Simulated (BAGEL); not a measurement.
**C2H6S (dimethyl sulfide): levels of theory compared**

Aim: a comparison of 4 runs (B3LYP/6-31G*, B3LYP/cc-pVDZ, PBE0/cc-pVDZ, RI-MP2/cc-pVDZ) of C2H6S (dimethyl sulfide). 

The calculation is run with BAGEL 1.2.2.

## Step 1: The structure to begin with

C2H6S has 9 atoms, charge 0, and is taken as a singlet. As SMILES, `CSC`. The shape is that of a PBE0-D4/def2-TZVP optimisation.

Bond lengths: C1–S2 1.795 Å, S2–C3 1.795 Å, C1–H4 1.092 Å, C1–H5 1.090 Å, C1–H6 1.092 Å, C3–H7 1.092 Å, C3–H8 1.090 Å, C3–H9 1.092 Å. Some angles: C1–S2–C3 99.4°, S2–C1–H4 111.2°, S2–C1–H5 107.2°, S2–C1–H6 111.2°, S2–C3–H7 111.2°, S2–C3–H8 107.2°, S2–C3–H9 111.2°, H4–C1–H5 108.7°, H4–C1–H6 109.7°, H5–C1–H6 108.7°.

## Step 2: The energy at B3LYP/6-31G(d) (density fitting with qzvpp-jkfit, spherical functions) (run 1)

The input, input.json:

```json
{ "bagel": [

{
  "title": "molecule",
  "basis": "6-31gs.json",
  "df_basis": "qzvpp-jkfit",
  "angstrom": "true",
  "geometry": [
    { "atom": "C", "xyz": [   -0.474900,    1.046900,   -0.732500 ] },
    { "atom": "S", "xyz": [    0.826500,   -0.185400,   -0.836000 ] },
    { "atom": "C", "xyz": [    0.522600,   -1.063400,    0.700100 ] },
    { "atom": "H", "xyz": [   -1.461300,    0.579200,   -0.706700 ] },
    { "atom": "H", "xyz": [   -0.404700,    1.666000,   -1.627400 ] },
    { "atom": "H", "xyz": [   -0.347400,    1.684100,    0.145100 ] },
    { "atom": "H", "xyz": [   -0.474300,   -1.508800,    0.710500 ] },
    { "atom": "H", "xyz": [    1.262800,   -1.861300,    0.767400 ] },
    { "atom": "H", "xyz": [    0.639300,   -0.403800,    1.562500 ] }
  ]
},
{ "title": "ks", "xc_func": "b3lyp", "charge": 0 },
{ "title": "print", "file": "orbitals.molden", "orbitals": "true" }

]}
```

The basis set 6-31G* is read from a file made from the Basis Set Exchange's data (not shown).

Started as:

```bash
BAGEL_NUM_THREADS=1 BAGEL input.json > input.out
```

The program printed:

```text
* using 1 threads per process

  ===============================================================
  ===============================================================

  *** Geometry ***

  { "atom" : "C", "xyz" : [     -0.897431,      1.978354,     -1.384224 ] },
  { "atom" : "S", "xyz" : [      1.561859,     -0.350355,     -1.579811 ] },
  { "atom" : "C", "xyz" : [      0.987571,     -2.009535,      1.322997 ] },
[... 5 lines of this table left out ...]
  { "atom" : "H", "xyz" : [      1.208102,     -0.763071,      2.952697 ] },

  Number of auxiliary basis functions:      386

  Since a DF basis is specified, we compute 2- and 3-index integrals:
    o Being stored without compression. Storage requirement is 0.010 GB

  Number of basis functions:       58
  Number of electrons      :       34

    * METHOD: MOLECULE                             0.15

  *** Kohn-Sham DFT ***

    * Removing 15947 points whose weight is below 1.00e-10
    * Grid points: 118207

  === Nuclear Repulsion ===
   111.3970658976

       - DIIS with orbital gradients will be used.

  === KS iteration (b3lyp / 6-31gs.json) ===
      0       -432.39347166          0.15604417           0.27
      1       -372.95455805          0.22991002           0.28
      2       -427.11440653          0.10437391           0.27
[... 18 lines of this table left out ...]
     21       -478.00887056          0.00000001           0.27
    * SCF iteration converged.

    * Permanent dipole moment:
           (    0.462018,    -0.101923,    -0.471892) a.u.

    * METHOD: KS                                   6.53

    * METHOD: PRINT                                0.01

  ===============================================================
```

Run time: 6.9 s. Hardware: 1 thread of Arm Neoverse V1, shared host; peak memory 0.34 GiB.

## Step 3: The energy at B3LYP/cc-pVDZ (density fitting with qzvpp-jkfit) (run 2)

The input, job.json:

```json
{ "bagel": [

{
  "title": "molecule",
  "basis": "cc-pvdz.json",
  "df_basis": "qzvpp-jkfit",
  "angstrom": true,
  "geometry": [
    { "atom": "C", "xyz": [      -0.474900,       1.046900,      -0.732500 ] },
    { "atom": "S", "xyz": [       0.826500,      -0.185400,      -0.836000 ] },
    { "atom": "C", "xyz": [       0.522600,      -1.063400,       0.700100 ] },
    { "atom": "H", "xyz": [      -1.461300,       0.579200,      -0.706700 ] },
    { "atom": "H", "xyz": [      -0.404700,       1.666000,      -1.627400 ] },
    { "atom": "H", "xyz": [      -0.347400,       1.684100,       0.145100 ] },
    { "atom": "H", "xyz": [      -0.474300,      -1.508800,       0.710500 ] },
    { "atom": "H", "xyz": [       1.262800,      -1.861300,       0.767400 ] },
    { "atom": "H", "xyz": [       0.639300,      -0.403800,       1.562500 ] }
  ]
},

{
  "title": "ks",
  "xc_func": "b3lyp"
},

{
  "title": "print",
  "file": "orbitals.molden",
  "orbitals": true
}

]}
```

The basis set cc-pVDZ is read from a file made from the Basis Set Exchange's data (not shown).

Started as:

```bash
BAGEL_NUM_THREADS=1 BAGEL job.json > job.out
```

The program printed:

```text
* using 1 threads per process

  ===============================================================
  ===============================================================

  *** Geometry ***

  { "atom" : "C", "xyz" : [     -0.897431,      1.978354,     -1.384224 ] },
  { "atom" : "S", "xyz" : [      1.561859,     -0.350355,     -1.579811 ] },
  { "atom" : "C", "xyz" : [      0.987571,     -2.009535,      1.322997 ] },
[... 5 lines of this table left out ...]
  { "atom" : "H", "xyz" : [      1.208102,     -0.763071,      2.952697 ] },

  Number of auxiliary basis functions:      386

  Since a DF basis is specified, we compute 2- and 3-index integrals:
    o Being stored without compression. Storage requirement is 0.018 GB

  Number of basis functions:       76
  Number of electrons      :       34

    * METHOD: MOLECULE                             0.16

  *** Kohn-Sham DFT ***

    * Removing 15947 points whose weight is below 1.00e-10
    * Grid points: 118207

  === Nuclear Repulsion ===
   111.3970658976

       - DIIS with orbital gradients will be used.

  === KS iteration (b3lyp / cc-pvdz.json) ===
      0       -442.70927837          0.12347086           0.35
      1       -461.84801253          0.13172240           0.34
      2       -441.15765572          0.15134896           0.34
[... 12 lines of this table left out ...]
     15       -478.02988401          0.00000001           0.33
    * SCF iteration converged.

    * Permanent dipole moment:
           (    0.396772,    -0.087515,    -0.405250) a.u.

    * METHOD: KS                                   6.01

    * METHOD: PRINT                                0.02

  ===============================================================
```

It took 6.3 s on 1 thread of Arm Neoverse V1, shared host; peak memory 0.41 GiB.

Run 3 isn't shown in full; the table further down has it.

## Step 4: The energy at RI-MP2/cc-pVDZ (density fitting with qzvpp-jkfit) (run 4)

The input, input.json:

```json
{ "bagel": [

{
  "title": "molecule",
  "basis": "cc-pvdz.json",
  "df_basis": "qzvpp-jkfit",
  "angstrom": true,
  "geometry": [
    { "atom": "C", "xyz": [      -0.474900,       1.046900,      -0.732500 ] },
    { "atom": "S", "xyz": [       0.826500,      -0.185400,      -0.836000 ] },
    { "atom": "C", "xyz": [       0.522600,      -1.063400,       0.700100 ] },
    { "atom": "H", "xyz": [      -1.461300,       0.579200,      -0.706700 ] },
    { "atom": "H", "xyz": [      -0.404700,       1.666000,      -1.627400 ] },
    { "atom": "H", "xyz": [      -0.347400,       1.684100,       0.145100 ] },
    { "atom": "H", "xyz": [      -0.474300,      -1.508800,       0.710500 ] },
    { "atom": "H", "xyz": [       1.262800,      -1.861300,       0.767400 ] },
    { "atom": "H", "xyz": [       0.639300,      -0.403800,       1.562500 ] }
  ]
},

{ "title": "hf" },

{ "title": "mp2", "ncore": 7 }

]}
```

The basis set cc-pVDZ is read from a file made from the Basis Set Exchange's data (not shown).

Started as:

```bash
BAGEL_NUM_THREADS=1 BAGEL input.json > input.out
```

The program printed:

```text
* using 1 threads per process

  ===============================================================
  ===============================================================

  *** Geometry ***

  { "atom" : "C", "xyz" : [     -0.897431,      1.978354,     -1.384224 ] },
  { "atom" : "S", "xyz" : [      1.561859,     -0.350355,     -1.579811 ] },
  { "atom" : "C", "xyz" : [      0.987571,     -2.009535,      1.322997 ] },
[... 5 lines of this table left out ...]
  { "atom" : "H", "xyz" : [      1.208102,     -0.763071,      2.952697 ] },

[... 23 lines left out ...]
    * SCF iteration converged.
[... 1 line left out ...]
    * Permanent dipole moment:
[... 2 lines left out ...]
    * METHOD: HF                                   0.56

  *** RHF ***

  === Nuclear Repulsion ===
   111.3970658976

      * DIIS with orbital gradients will be used.

  === RHF iteration (cc-pvdz.json) ===
      0       -476.75828249          0.00000000           0.04
    * SCF iteration converged.

    * Permanent dipole moment:
           (    0.445740,    -0.098347,    -0.455244) a.u.

  === DF-MP2 calculation ===

    * freezing 7 orbitals
    * 3-index integral transformation done
    * assembly done

      MP2 correlation energy:   -0.4292991975      0.02

      MP2 total energy:       -477.1875816832

    * METHOD: MP2                                  0.11

  ===============================================================
```

Run time: 0.97 s. Hardware: 1 thread of Arm Neoverse V1, shared host.

## Step 5: The series

| run | level | frozen core orbitals | energy (Eh) | dipole moment (D) | HOMO energy (eV) | LUMO energy (eV) | wall time |
| --- | --- | --- | --- | --- | --- | --- | --- |
| 1 | B3LYP/6-31G* (density fitting with qzvpp-jkfit, spherical functions) | – | -478.008871 | 1.70 | -5.87 | 1.36 | 6.9 s |
| 2 | B3LYP/cc-pVDZ (density fitting with qzvpp-jkfit) | – | -478.029884 | 1.46 | -5.85 | 1.30 | 6.3 s |
| 3 | PBE0/cc-pVDZ (density fitting with qzvpp-jkfit) | – | -477.772771 | 1.55 | -6.12 | 1.55 | 6.3 s |
| 4 | RI-MP2/cc-pVDZ (density fitting with qzvpp-jkfit) | 7 | -477.187582 | – | – | – | 0.97 s |

## Step 6: Results

| quantity | value |
| --- | --- |
| run 4: total energy | -477.18758 Eh |
| run 4: correlation energy (7 core orbitals frozen) | -429.3 mEh |

In words: Over runs 1, 2, 3 the dipole moment (its size) runs from 1.46 D (B3LYP/cc-pVDZ) to 1.70 D (B3LYP/6-31G*). Over runs 1, 2, 3 the HOMO–LUMO gap runs from 7.15 eV (B3LYP/cc-pVDZ) to 7.67 eV (PBE0/cc-pVDZ). Totals of different functionals can't be ranked against each other. All runs together took 21 s, the longest 6.9 s.
